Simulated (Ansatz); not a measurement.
# BHS (quintet): the correlation ladder, def2-TZVPP

One table from this session's results is given with a row withheld; the runs are named, their logs left out.

Method: def2-TZVPP, core rule «outside noble gas», up to 6 orbitals frozen; program: Ansatz 0.2.0, Gaussian basis.

To be run: UHF; ROHF; CCSD(T) on UHF.

2 further runs of the same task are left out: 2 set aside as unsound or not needed.

### The system

The geometry is a PBE0/def2-TZVP stationary point (not a proven minimum) of the parent state, kept for this charge and spin.

3 atoms, charge 0, spin multiplicity 5.

Atoms are counted from 1 here; the program's logs count them from 0.

Bond lengths: B1–S2 1.769 Å, B1–H3 1.201 Å. Angles: S2–B1–H3 116.3°.

The first run:

Input file in.yaml:

```yaml
crystal:
  periodic: [false, false, false]
  atoms:
    - {symbol: B, position_ang: [0.000000, -0.194210, 1.266050]}
    - {symbol: S, position_ang: [0.000000, 0.040248, -0.487697]}
    - {symbol: H, position_ang: [0.000000, 0.802670, 1.935360]}
basis:
  gaussian: {orbitals: def2-TZVPP}
magnetization: {spin_polarized: true, initial_magnetization: 4}
hamiltonian: {xc: hf}
output: {orbitals: {seedname: orbitals}}
```

Launch:

```bash
$ ansatz run in.yaml --threads 1 --pin off --events-out ev --progress --plain --max-ram 4096MiB --backend cpu
```

Steps of the session up to this table: UHF; ROHF; CCSD(T) on UHF.

One table of the session follows, with a row left open; its other results are not shown here.

| method | from UCCSD(T) (kJ/mol) |
| --- | --- |
| ROHF | +637.1 |
| UHF | +615.4 |
| UMP2 | +116.0 |
| UCCSD | ? |
| UCCSD(T) | 0 |

**Question.** Estimate the row for UCCSD.

As computed: from UCCSD(T) (kJ/mol): +23.3. In the column «from UCCSD(T) (kJ/mol)» it lies between UCCSD(T) (0) and UMP2 (+116.0).
